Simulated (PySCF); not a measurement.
**SiH2O2 (SMILES O[Si]O): PBE0/aug-cc-pVDZ**

Aim: the energy change on altering one bond length of SiH2O2 at PBE0/aug-cc-pVDZ, from 2 runs. Input form: a Python script.

The results are computed with PySCF 2.14.0.

1 further run of the same task is left out (set aside as unsound or not needed).

### 1 Starting point

The species is SiH2O2 (5 atoms), meant as a singlet with charge 0. As SMILES, `O[Si]O`. The coordinates come from a PBE0-D4/def2-TZVP relaxation. This is one conformer, not always the lowest.

Bond lengths: O1–Si2 1.642 Å, Si2–O3 1.663 Å, O1–H4 0.964 Å, O3–H5 0.960 Å. Angles: O1–Si2–O3 99.4°, Si2–O1–H4 117.5°, Si2–O3–H5 116.1°.

### 2 The energy at PBE0/aug-cc-pVDZ

Contents of run.py:

```python
# O[Si]O
from pyscf import gto, dft

mol = gto.M(
    atom='''
O   -1.443200  -0.105600  -0.275000
Si  -0.212000  -0.791300   0.567700
O    1.036000   0.187500   0.068600
H   -1.231900   0.648900  -0.836100
H    1.901100  -0.013100   0.433400
''',
    verbose=3,
    max_memory=1860,
    basis='aug-cc-pvdz',
    spin=0,
)

calc0 = dft.RKS(mol, xc='pbe0')
calc0.grids.level = 5
calc0.conv_tol = 1e-10
calc0.kernel()
if not calc0.converged:
    calc0 = calc0.newton().run(calc0.mo_coeff, calc0.mo_occ)

e_tot = calc0.e_tot
print('E = %.10f Eh' % e_tot)
```

Command:

```console
OMP_NUM_THREADS=1 python run.py
```

The program printed:

```text
converged SCF energy = -440.942185151635
E = -440.9421851516 Eh
```

Wall time 21 s (1 thread of Intel Xeon at 2.70GHz, shared host); peak memory 0.44 GiB.

### 3 The distorted shape at the same level

Contents of geometry.xyz:

```xyz
5

O     -1.875757    -0.005298    -0.457403
Si    -0.644557    -0.690998     0.385297
O      0.603443     0.287802    -0.113803
H     -1.664457     0.749202    -1.018503
H      1.901100    -0.013100     0.433400
```

Contents of run.py:

```python
from pyscf import gto, dft

mol = gto.M(
    atom='geometry.xyz',
    verbose=3,
    spin=0,
    basis='aug-cc-pvdz',
    charge=0,
    max_memory=1860,
)

myscf = dft.RKS(mol, xc='pbe0')
myscf.grids.level = 5
myscf.conv_tol = 1e-10
myscf.kernel()
if not myscf.converged:
    myscf = myscf.newton().run(myscf.mo_coeff, myscf.mo_occ)

e_tot = myscf.e_tot
print('E = %.10f Eh' % e_tot)
```

Command:

```console
OMP_NUM_THREADS=1 python run.py
```

The program printed:

```text
converged SCF energy = -440.853477954616
E = -440.8534779546 Eh
```

Run time: 14 s. Hardware: 1 thread of Intel Xeon at 2.70GHz, shared host; peak memory 0.44 GiB.

### 4 Summary of results

Level: PBE0/aug-cc-pVDZ.

| quantity | value |
| --- | --- |
| first shape: total energy | -440.94219 Eh |
| first shape: dipole moment | 1.80 D |
| first shape: HOMO energy | -7.19 eV |
| first shape: LUMO energy | -1.27 eV |
| first shape: HOMO–LUMO gap | 5.92 eV |
| distorted shape: total energy | -440.85348 Eh |
| distorted shape: dipole moment | 2.27 D |
| distorted shape: HOMO energy | -7.01 eV |
| distorted shape: LUMO energy | -2.58 eV |
| distorted shape: HOMO–LUMO gap | 4.43 eV |
| energy change with the O3–H5 bond stretched from 0.960 to 1.440 Å | 2.414 eV |

**Reading.** With the O3–H5 bond stretched from 0.960 to 1.440 Å the energy rises by 2.41 eV (233 kJ/mol). The first shape isn't relaxed at this level, so the change isn't measured from a minimum. Mulliken charges (first shape) run from -0.59 on O3 to +0.88 on Si2; in a basis this large or diffuse they mean little.
